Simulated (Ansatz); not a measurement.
Tetradymite Bi2Te3: LDA at its full settings (plane-wave cutoff 520 eV, 10×10×10 k mesh, Fermi–Dirac smearing 0.01 eV, scalar-relativistic PAW data made under PBE) and at cheaper ones, in a cell of 5 atoms with Γ-centred meshes.

| level and setting | lattice parameter a (Å) | c axis length (Å) | bulk modulus (GPa) |
|---|---|---|---|
| LDA (Ansatz) | 4.353 | 29.881 | 40.8 |
| LDA (Γ point alone) (Ansatz) | 5.204 | 14.088 | 141 |
| LDA (2×2×2 k mesh) (Ansatz) | 4.756 | 22.982 | 59.8 |
| LDA (4×4×4 k mesh) (Ansatz) | 4.356 | 29.853 | 41.1 |

Largest shifts from the full settings: lattice constant a +19.5 % (LDA (Γ point alone)), against a difference of -0.75 % of the full result from the reference 4.386 Å (measured, temperature not stated, not corrected to a static lattice; as tabulated in Luo et al. (2012), arXiv:1308.1523); lattice parameter c -53 % (LDA (Γ point alone)), against a difference of -2.02 % of the full result from the reference 30.497 Å (measured, temperature not stated, no zero-point or thermal correction; as tabulated in Luo et al. (2012), arXiv:1308.1523); bulk modulus +246 % (LDA (Γ point alone)), against a difference of +10.3 % of the full result from the reference 37 GPa (measured, temperature not stated, not corrected to a static lattice, our sources range from 32.5 to 39.5; as tabulated in Toher et al. (2017), arXiv:1611.05714).

The full settings aren't shown to be converged themselves.

Caveats: LDA has no dispersion term either, though it tends to give short spacings of layers, chains or molecules (LDA, LDA (Γ point alone), LDA (2×2×2 k mesh), LDA (4×4×4 k mesh)). Ansatz's density-functional and Hartree–Fock values are scalar-relativistic unless marked +SOC, with PAW data made under PBE.

Run with cheap settings on purpose, which may leave them unconverged: LDA (2×2×2 k mesh), LDA (4×4×4 k mesh), LDA (Γ point alone).

Ansatz is an electronic-structure program.
